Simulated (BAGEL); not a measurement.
# singlet MgSH−: levels of theory compared

We compute a comparison of 6 runs (HF/3-21G, HF/6-31G*, B3LYP/6-31G*, B3LYP/def2-TZVPPD, PBE0/def2-TZVPPD, RI-MP2/def2-TZVPPD) of singlet MgSH−. 

The results are computed with BAGEL 1.2.2.

1 further run of the same task is left out (set aside as unsound or not needed). Runs told in other sessions of the task aren't counted.

## Step 1: Starting point

The species is MgSH− (3 atoms), meant as a singlet with charge -1. SMILES of the parent species: `[Mg][SH]`. The coordinates come from a PBE0-D4/def2-TZVP relaxation. That shape belongs to the parent species and isn't relaxed for this state.

Bond lengths: Mg1–S2 2.325 Å, S2–H3 1.346 Å. Angles: Mg1–S2–H3 91.4°.

## Step 2: A single-point energy at HF/3-21G (density fitting with qzvpp-jkfit) (run 1)

File job.json:

```json
{ "bagel" : [

{
  "title" : "molecule",
  "basis" : "3-21g",
  "df_basis" : "qzvpp-jkfit",
  "angstrom" : true,
  "geometry" : [
    { "atom" : "Mg", "xyz" : [    1.366100,   -0.566400,    0.678300 ] },
    { "atom" : "S", "xyz" : [   -0.680600,   -0.418400,   -0.415200 ] },
    { "atom" : "H", "xyz" : [   -0.696400,    0.920100,   -0.276400 ] }
  ]
},
{ "title" : "hf", "charge" : -1 },
{ "title" : "print", "file" : "orbitals.molden", "orbitals" : true }

]}
```

On the command line:

```console
$ BAGEL_NUM_THREADS=1 BAGEL job.json > job.out
```

Output:

```text
* using 1 threads per process

  ===============================================================
  ===============================================================

  *** Geometry ***

  { "atom" : "Mg", "xyz" : [      2.581555,     -1.070341,      1.281801 ] },
  { "atom" : "S", "xyz" : [     -1.286148,     -0.790661,     -0.784614 ] },
  { "atom" : "H", "xyz" : [     -1.316005,      1.738737,     -0.522320 ] },

  Number of auxiliary basis functions:      258

  Since a DF basis is specified, we compute 2- and 3-index integrals:
    o Being stored without compression. Storage requirement is 0.002 GB

  Number of basis functions:       28
  Number of electrons      :       29

    * METHOD: MOLECULE                             0.04

  *** RHF ***

  === Nuclear Repulsion ===
    52.3254873276

      * DIIS with orbital gradients will be used.

  === RHF iteration (3-21g) ===
      0       -594.59699947          0.01781735           0.00
      1       -594.64756934          0.00587460           0.00
      2       -594.65363501          0.00094538           0.00
      3       -594.65405044          0.00019284           0.00
      4       -594.65407410          0.00005021           0.00
      5       -594.65407544          0.00000769           0.00
      6       -594.65407546          0.00000094           0.00
      7       -594.65407546          0.00000022           0.00
      8       -594.65407546          0.00000003           0.00
      9       -594.65407546          0.00000001           0.00
    * SCF iteration converged.

    * Permanent dipole moment:
           (    1.467489,    -0.414414,     0.750099) a.u.

    * METHOD: HF                                   0.07

    * METHOD: PRINT                                0.00

  ===============================================================
```

Run time: 0.24 s. Hardware: 1 thread of Arm Neoverse V2, shared host.

## Step 3: The energy at HF/6-31G(d) (density fitting with qzvpp-jkfit, spherical functions) (run 2)

File job.json:

```json
{ "bagel": [

{
  "title": "molecule",
  "basis": "6-31gs.json",
  "df_basis": "qzvpp-jkfit",
  "angstrom": true,
  "geometry": [
    { "atom": "Mg", "xyz": [       1.366100,      -0.566400,       0.678300 ] },
    { "atom": "S", "xyz": [      -0.680600,      -0.418400,      -0.415200 ] },
    { "atom": "H", "xyz": [      -0.696400,       0.920100,      -0.276400 ] }
  ]
},

{
  "title": "hf",
  "charge": -1
},

{
  "title": "print",
  "file": "orbitals.molden",
  "orbitals": true
}

]}
```

The basis set 6-31G* is read from a file made from the Basis Set Exchange's data (not shown).

On the command line:

```console
$ BAGEL_NUM_THREADS=1 BAGEL job.json > job.out
```

Output:

```text
* using 1 threads per process

  ===============================================================
  ===============================================================

  *** Geometry ***

  { "atom" : "Mg", "xyz" : [      2.581555,     -1.070341,      1.281801 ] },
  { "atom" : "S", "xyz" : [     -1.286148,     -0.790661,     -0.784614 ] },
  { "atom" : "H", "xyz" : [     -1.316005,      1.738737,     -0.522320 ] },

  Number of auxiliary basis functions:      258

  Since a DF basis is specified, we compute 2- and 3-index integrals:
    o Being stored without compression. Storage requirement is 0.003 GB

  Number of basis functions:       38
  Number of electrons      :       29

    * METHOD: MOLECULE                             0.05

  *** RHF ***

  === Nuclear Repulsion ===
    52.3254873276

      * DIIS with orbital gradients will be used.

  === RHF iteration (6-31gs.json) ===
      0       -597.66206627          0.01305609           0.01
      1       -597.71729455          0.00462758           0.01
      2       -597.72459621          0.00120217           0.01
      3       -597.72556036          0.00019710           0.01
      4       -597.72559016          0.00005138           0.01
      5       -597.72559182          0.00001340           0.01
      6       -597.72559192          0.00000370           0.01
      7       -597.72559193          0.00000077           0.01
      8       -597.72559193          0.00000016           0.01
      9       -597.72559193          0.00000006           0.01
     10       -597.72559193          0.00000002           0.01
     11       -597.72559193          0.00000001           0.01
    * SCF iteration converged.

    * Permanent dipole moment:
           (    1.717324,    -0.382766,     0.889053) a.u.

    * METHOD: HF                                   0.11

    * METHOD: PRINT                                0.00

  ===============================================================
```

It took 0.28 s on 1 thread of Arm Neoverse V2, shared host.

## Step 4: The energy at B3LYP/6-31G(d) (density fitting with qzvpp-jkfit, spherical functions) (run 3)

File input.json:

```json
{ "bagel": [

{
  "title": "molecule",
  "basis": "6-31gs.json",
  "df_basis": "qzvpp-jkfit",
  "angstrom": "true",
  "geometry": [
    { "atom": "Mg", "xyz": [       1.366100,      -0.566400,       0.678300 ] },
    { "atom": "S", "xyz": [      -0.680600,      -0.418400,      -0.415200 ] },
    { "atom": "H", "xyz": [      -0.696400,       0.920100,      -0.276400 ] }
  ]
},

{
  "title": "ks",
  "xc_func": "b3lyp",
  "charge": -1
},

{
  "title": "print",
  "file": "orbitals.molden",
  "orbitals": "true"
}

]}
```

The basis set 6-31G* is read from a file made from the Basis Set Exchange's data (not shown).

On the command line:

```console
$ BAGEL_NUM_THREADS=1 BAGEL input.json > input.out
```

Output:

```text
* using 1 threads per process

  ===============================================================
  ===============================================================

  *** Geometry ***

  { "atom" : "Mg", "xyz" : [      2.581555,     -1.070341,      1.281801 ] },
  { "atom" : "S", "xyz" : [     -1.286148,     -0.790661,     -0.784614 ] },
  { "atom" : "H", "xyz" : [     -1.316005,      1.738737,     -0.522320 ] },

  Number of auxiliary basis functions:      258

  Since a DF basis is specified, we compute 2- and 3-index integrals:
    o Being stored without compression. Storage requirement is 0.003 GB

  Number of basis functions:       38
  Number of electrons      :       29

    * METHOD: MOLECULE                             0.05

  *** Kohn-Sham DFT ***

    * Removing 3732 points whose weight is below 1.00e-10
    * Grid points: 40986

  === Nuclear Repulsion ===
    52.3254873276

       - DIIS with orbital gradients will be used.

  === KS iteration (b3lyp / 6-31gs.json) ===
      0       -590.46875435          0.10132226           0.06
      1       -587.08116186          0.13958104           0.05
      2       -546.66431731          0.25446322           0.05
      3       -596.79110201          0.06241848           0.05
      4       -598.73828201          0.03203978           0.05
      5       -598.80316210          0.02256408           0.05
      6       -598.88404499          0.01267411           0.05
      7       -598.92501858          0.00164551           0.05
      8       -598.92571135          0.00032295           0.05
      9       -598.92573880          0.00006715           0.05
     10       -598.92573946          0.00001043           0.05
     11       -598.92573951          0.00000252           0.05
     12       -598.92573951          0.00000062           0.05
     13       -598.92573951          0.00000023           0.05
     14       -598.92573951          0.00000006           0.05
     15       -598.92573951          0.00000001           0.05
     16       -598.92573951          0.00000000           0.05
    * SCF iteration converged.

    * Permanent dipole moment:
           (    1.544393,    -0.384104,     0.795115) a.u.

    * METHOD: KS                                   0.91

    * METHOD: PRINT                                0.00

  ===============================================================
```

Run time: 1.1 s. Hardware: 1 thread of Arm Neoverse V2, shared host.

Runs 4 to 5 aren't shown in full; the table further down has their settings and results.

## Step 5: The energy at RI-MP2/def2-TZVPPD (density fitting with qzvpp-jkfit) (run 6)

File input.json:

```json
{ "bagel" : [

{
  "title" : "molecule",
  "basis" : "def2-tzvppd.json",
  "df_basis" : "qzvpp-jkfit",
  "angstrom" : "true",
  "geometry" : [
    { "atom" : "Mg", "xyz" : [       1.366100,      -0.566400,       0.678300 ] },
    { "atom" : "S", "xyz" : [      -0.680600,      -0.418400,      -0.415200 ] },
    { "atom" : "H", "xyz" : [      -0.696400,       0.920100,      -0.276400 ] }
  ]
},

{ "title" : "hf", "charge" : -1 },

{ "title" : "mp2", "charge" : -1, "ncore" : 6 }

]}
```

The basis set def2-TZVPPD is read from a file made from the Basis Set Exchange's data (not shown).

On the command line:

```console
$ BAGEL_NUM_THREADS=1 BAGEL input.json > input.out
```

Output:

```text
* using 1 threads per process

  ===============================================================
  ===============================================================

  *** Geometry ***

  { "atom" : "Mg", "xyz" : [      2.581555,     -1.070341,      1.281801 ] },
  { "atom" : "S", "xyz" : [     -1.286148,     -0.790661,     -0.784614 ] },
  { "atom" : "H", "xyz" : [     -1.316005,      1.738737,     -0.522320 ] },

  Number of auxiliary basis functions:      258

  Since a DF basis is specified, we compute 2- and 3-index integrals:
    o Being stored without compression. Storage requirement is 0.022 GB

  Number of basis functions:      103
  Number of electrons      :       29

    * METHOD: MOLECULE                             0.07

  *** RHF ***

  === Nuclear Repulsion ===
    52.3254873276

      * DIIS with orbital gradients will be used.

  === RHF iteration (def2-tzvppd.json) ===
      0       -597.67307470          0.01245362           0.02
      1       -597.75959115          0.00629184           0.02
      2       -597.77692479          0.00125832           0.02
      3       -597.77902909          0.00034782           0.02
      4       -597.77917880          0.00010866           0.02
      5       -597.77920391          0.00003368           0.02
      6       -597.77920701          0.00000851           0.02
      7       -597.77920721          0.00000292           0.02
      8       -597.77920722          0.00000096           0.02
      9       -597.77920722          0.00000036           0.02
     10       -597.77920722          0.00000012           0.02
     11       -597.77920722          0.00000004           0.02
     12       -597.77920722          0.00000002           0.02
     13       -597.77920722          0.00000001           0.02
    * SCF iteration converged.

    * Permanent dipole moment:
           (    1.826457,    -0.339153,     0.953030) a.u.

    * METHOD: HF                                   0.39

  *** RHF ***

  === Nuclear Repulsion ===
    52.3254873276

      * DIIS with orbital gradients will be used.

  === RHF iteration (def2-tzvppd.json) ===
      0       -597.77920722          0.00000000           0.02
    * SCF iteration converged.

    * Permanent dipole moment:
           (    1.826458,    -0.339153,     0.953031) a.u.

  === DF-MP2 calculation ===

    * freezing 6 orbitals
    * 3-index integral transformation done
    * assembly done

      MP2 correlation energy:   -0.3876743151      0.02

      MP2 total energy:       -598.1668815382

    * METHOD: MP2                                  0.06

  ===============================================================
```

Wall time 0.66 s (1 thread of Arm Neoverse V2, shared host).

## Step 6: All runs side by side

```csv
run,level,frozen core orbitals,energy (Eh),HOMO energy (eV),LUMO energy (eV),HOMO–LUMO gap (eV),wall time
1,HF/3-21G (density fitting with qzvpp-jkfit),–,-594.654075,-0.77,5.78,6.55,0.24 s
2,"HF/6-31G* (density fitting with qzvpp-jkfit, spherical functions)",–,-597.725592,-0.72,5.63,6.35,0.28 s
3,"B3LYP/6-31G* (density fitting with qzvpp-jkfit, spherical functions)",–,-598.925740,0.76,3.64,2.87,1.1 s
4,B3LYP/def2-TZVPPD (density fitting with qzvpp-jkfit),–,-598.985993,0.42,2.95,2.53,4.2 s
5,PBE0/def2-TZVPPD (density fitting with qzvpp-jkfit),–,-598.698009,0.28,3.02,2.74,4.2 s
6,RI-MP2/def2-TZVPPD (density fitting with qzvpp-jkfit),6,-598.166882,–,–,–,0.66 s
```

## Step 7: What came out

```
                                          quantity          value
                               run 6: total energy  -598.16688 Eh
run 6: correlation energy (6 core orbitals frozen)     -387.7 mEh
```

Over runs 1, 2, 3, 4, 5 the HOMO–LUMO gap runs from 2.53 eV (B3LYP/def2-TZVPPD) to 6.55 eV (HF/3-21G). The two ends differ in method and basis. The empty levels of an anion lie above zero and hang on the basis. Totals of different functionals can't be ranked against each other. In runs 3, 4, 5 the HOMO lies above zero, from self-interaction, a short basis or an electron that isn't bound. All runs together took 11 s, the longest 4.2 s.
